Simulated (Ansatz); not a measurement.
## Sn (model structure, started from the bcc type, Im-3m, No. 229, 1 atom in the cell)

All values below come from PBEsol (plane waves, PAW; Ansatz, an electronic-structure program).

Settings: plane-wave cutoff 500 eV, 28×28×28 k mesh, Fermi–Dirac smearing 0.1 eV, scalar-relativistic PAW data made under PBE.

Cell (relaxed at this level):

```xyz
1
Lattice="-1.8697 1.8697 1.8697 1.8697 -1.8697 1.8697 1.8697 1.8697 -1.8697" Properties=species:S:1:pos:R:3 pbc="T T T"
Sn     0.0000     0.0000     0.0000
```

| Property | Value |
|---|---|
| band gap | zero (no gap) |

Note: the relaxation could raise the start's symmetry but not lower it, so the cell can be a saddle point.

Spin–orbit coupling is not included.

The computed numbers hold no vibrational or temperature effects.

A model structure was made by putting elements into a prototype or built by hand; it is no filed structure, need not be a known phase, and can be a saddle point held by its symmetry.
